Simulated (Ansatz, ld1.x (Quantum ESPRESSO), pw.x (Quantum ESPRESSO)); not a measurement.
## Ag: does the TM potential hold in the solid?

Ag (Z = 47), norm-conserving Troullier–Martins (Kleinman–Bylander form), made with ld1.x (Quantum ESPRESSO) 7.5 (PBEsol, scalar-relativistic). Core [Kr], reference 4d9 5s0 5p0 (charge +2). Waves: 5s (bound, empty): rc 1.80 bohr; 4d (bound): rc 1.35 bohr; 5p (bound, empty): rc 2.95 bohr. Local part: the p channel. Core correction: Bessel-smoothed model core inside 1.30 bohr.

Crystal test: fcc Ag in pw.x 7.5, no spin, 14³ k-points, Fermi–Dirac smearing 0.01 Ry, cutoffs 135/540 Ry. The reference is all-electron LAPW (Ansatz 0.2.0) with the same functional, mesh and smearing; V0 and B0 come from Birch–Murnaghan fits to the pressures at five volumes. Errors are pseudo minus all-electron; Δ is the rms difference of the E(V) curves that follow from these fits, minima aligned, over ±6 % about the mean V0. Mesh and smearing are coarse, so the numbers serve the comparison and aren't converged zero-temperature values; the lattice is a test structure that the element need not adopt.

All-electron: a0 = 4.054 Å (V0 = 16.66 Å³/atom), B0 = 118.5 GPa.

Problem. How far does the potential miss the all-electron equation of state?

Solution. mean pressure error (GPa): +6.34; a0 (Å): 4.118; a0 error (%): +1.57; B0 error (%): +0.4; Δ (meV/atom): 21.0. The largest radius (2.95 bohr) exceeds half the bond length (2.71 bohr), so the spheres overlap, which is one possible source of error among others. This is a poor potential for the solid. Atomic configuration tests: 1 of 7 tests not solved or not reliable.

| V (Å³/atom) | P all-electron (GPa) | P pseudo (GPa) |
| --- | --- | --- |
| 15.891 | 6.42 | 14.71 |
| 16.309 | 2.69 | 9.87 |
| 16.727 | -0.47 | 5.75 |
| 17.145 | -3.13 | 2.25 |
| 17.563 | -5.37 | -0.72 |

Problem. At the middle volume, how do free energy and pressure move when the wave cutoff is lowered (ecutrho kept at four times it)?

Solution.

```
cutoff (Ry)  shift of F (meV/atom)  shift of P (GPa)
         61                 +828.0            -49.13
         81                  +28.5             -1.95
        108                  +10.4             -0.03
```

The run at the middle volume (104 k-points, 9 iterations) took about 74 s on one core of a shared host (Neoverse-V1, 32 threads, 247 GiB, load 28).
